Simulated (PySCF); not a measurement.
Cost of one run: spin–spin coupling job, `C/C=C(/F)CC`.

Method: HCTH407/6-311G** indirect spin-spin coupling, non-relativistic, gas phase (PySCF 2.14.0, density-fitted response routines). Geometry: GFN2-xTB. Work: spin–spin couplings from 15 perturbed nuclei, spin–dipole term for 1 of them, density fitting. The input is one job of a driver script: a line of settings, then coordinates in Å.

Command:
```bash
OMP_NUM_THREADS=1 python probes_run.py task.json out
```

Input:
```
{"job": {"kind": "j", "xc": "HCTH407", "basis": "6-311G**"}, "charge": 0, "multiplicity": 1}
C      1.794840     0.452174     0.990038
C      0.942070     1.184082     0.010560
C     -0.022742     0.663862    -0.729742
F     -0.707376     1.504655    -1.557800
C     -0.535845    -0.737930    -0.808119
C     -1.802320    -0.906881     0.034273
H      1.514485    -0.593054     1.074131
H      2.840785     0.513549     0.689525
H      1.706403     0.916155     1.972015
H      1.145245     2.241493    -0.092026
H     -0.767364    -0.955684    -1.853364
H      0.232879    -1.433773    -0.474158
H     -2.558769    -0.191630    -0.279772
H     -2.203702    -1.910497    -0.083610
H     -1.583003    -0.738530     1.086135
```

Hardware: AMD EPYC 9R14, one thread, on a shared host. PySCF's memory limit was set to 1200 MB.

Problem. How large is the basis?

Solution. 162 functions for 48 electrons, with 701 fitting functions; the fitted three-index integrals, 701 × 162 × 163/2 numbers of 8 bytes, come to 71 MiB.

Problem. How long does the run take?

Solution. About 17 s. The SCF took 15 cycles.

Problem. Estimate the peak memory.

Solution. About 0.49 GiB. Peak memory is the resident size of the whole Python process, interpreter and libraries included.

The SCF part of the output:
```
coarse grid: 12096 points
cycle   1  E = -295.7208949396  dE =  4.047e-01  |g| = 7.194e-01  |ddm| = 2.942e+00
cycle   2  E = -295.5717818012  dE =  1.491e-01  |g| = 1.128e+00  |ddm| = 1.488e+00
cycle   3  E = -295.8300420808  dE = -2.583e-01  |g| = 1.621e-01  |ddm| = 9.219e-01
cycle   4  E = -295.8354239304  dE = -5.382e-03  |g| = 7.300e-02  |ddm| = 1.752e-01
cycle   5  E = -295.8366401891  dE = -1.216e-03  |g| = 2.868e-02  |ddm| = 7.054e-02
cycle   6  E = -295.8368138093  dE = -1.736e-04  |g| = 7.007e-03  |ddm| = 2.613e-02
cycle   7  E = -295.8368240106  dE = -1.020e-05  |g| = 1.749e-03  |ddm| = 6.509e-03
cycle   8  E = -295.8368246400  dE = -6.293e-07  |g| = 3.654e-04  |ddm| = 1.813e-03
final grid: 115992 points
cycle   9  E = -295.8335537450  dE = -1.250e-04  |g| = 9.641e-03  |ddm| = 4.997e-02
cycle  10  E = -295.8335189596  dE =  3.479e-05  |g| = 1.739e-02  |ddm| = 1.946e-02
cycle  11  E = -295.8335657961  dE = -4.684e-05  |g| = 2.327e-03  |ddm| = 1.411e-02
cycle  12  E = -295.8335670644  dE = -1.268e-06  |g| = 7.406e-04  |ddm| = 2.138e-03
cycle  13  E = -295.8335671620  dE = -9.757e-08  |g| = 3.547e-04  |ddm| = 6.927e-04
cycle  14  E = -295.8335671947  dE = -3.277e-08  |g| = 2.638e-05  |ddm| = 3.010e-04
cycle  15  E = -295.8335671949  dE = -1.353e-10  |g| = 1.248e-05  |ddm| = 3.025e-05
converged SCF energy = -295.8335671949
```

On the final grid dE counts from the start density on that grid.

The host was shared with other jobs, so the times are rough.
